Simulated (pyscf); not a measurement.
Thermochemistry of product channels of GeH₃• + F–F on the doublet surface, in eV, from CCSD(T)/def2-TZVPP + ΔMP2(QZVPP) energies (ideal gas, 1 atm, RRHO with modes under 100 cm⁻¹ raised to 100, one conformer, R ln 2 for rigid chiral ones). PySCF, gas phase, ωB97X-D3(BJ)/def2-SVP geometries. MP2 and CC: frozen core, UHF for open shells. ΔMP2 is the change of the MP2 total energy from the triple- to the quadruple-zeta basis.

```json
[
 {"products": "F–GeH₂• + HF", "ΔE": "-6.14", "ΔH(298 K)": "-6.05", "ΔG(600 K)": "-6.09", "ΔG(900 K)": "-6.12"},
 {"products": "F–GeH₃ + F•", "ΔE": "-4.02", "ΔH(298 K)": "-3.95", "ΔG(600 K)": "-3.78", "ΔG(900 K)": "-3.70"},
 {"products": "F–GeH₂–F + H•", "ΔE": "-5.87", "ΔH(298 K)": "-5.92", "ΔG(600 K)": "-5.69", "ΔG(900 K)": "-5.60"}
]
```

These are energies of the channels, which say nothing of barriers. The CCSD(T) − MP2 part came from Ansatz, without density fitting, on the same reference. The frozen core leaves the outer d or s,p core shells of the metals and heavy elements correlated in the MP2 and CC values, and def2-TZVPP describes them poorly, which can shift differences by a few kcal/mol. Left out: orbital degeneracy and the spin-orbit lowering of F. Elements up to Kr have no core potential and no relativistic terms here.
